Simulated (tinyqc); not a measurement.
Pariser-Parr-Pople SCF with singles CI, for the molecule Nc1[cH+]c1F (SMILES; centres numbered as the heavy atoms are written), step by step. One step of it, computed by the program tinyqc.

Task: Iteration 2: Fock matrix. F_rr = H_rr + P_rr gamma_rr / 2 + sum_(s != r) P_ss gamma_rs; F_rs = H_rs - P_rs gamma_rs / 2; E = tr P (H + F) / 2 + core repulsion sum_(r<s) z_r z_s gamma_rs.

P after iteration 1, lower triangle:
```
           1N         2C         3C        4C        5F
1N   1.319417
2C   0.751380   1.079328
3C  -0.101724   0.411363   0.358535
4C  -0.490800   0.471657   0.586253  1.265174
5F   0.080504  -0.082995  -0.088599  0.126434  1.977545
```

core matrix H (eV), lower triangle:
```
            1N          2C          3C          4C          5F
1N  -51.223447
2C   -2.240000  -52.956361
3C    0.000000   -2.390000  -46.343609
4C    0.000000   -2.390000   -2.390000  -53.609527
5F    0.000000    0.000000    0.000000   -2.100000  -65.205448
```

repulsion gamma_rs (eV), lower triangle:
```
           1N         2C         3C         4C         5F
1N  16.800000
2C   8.283102  11.130000
3C   4.975847   7.554960  11.130000
4C   4.975534   7.553862   7.554960  11.130000
5F   3.694482   5.060667   5.060997   8.694819  21.400000
```

Centres (angstrom, eV; a flat drawing with bonds scaled to 1.40 angstrom):

| centre | x | y | core charge z | W | gamma_rr |
|---|---|---|---|---|---|
| 1N | 1.912000 | -0.662000 | 2 | 25.600000 | 16.800000 |
| 2C | 0.700000 | 0.038000 | 1 | 11.160000 | 11.130000 |
| 3C | 0.000000 | 1.250000 | 1 | 11.160000 | 11.130000 |
| 4C | -0.700000 | 0.038000 | 1 | 11.160000 | 11.130000 |
| 5F | -1.912000 | -0.662000 | 2 | 39.000000 | 21.400000 |

Give: F; pi energy.

Result:

F (eV), lower triangle:
```
         1N       2C       3C       4C       5F
1N  -15.815
2C   -5.352  -13.748
3C    0.253   -3.944  -10.062
4C    1.221   -4.171   -4.605  -11.948
5F   -0.149    0.210    0.224   -2.650  -20.894
```

pi energy = -122.175 eV
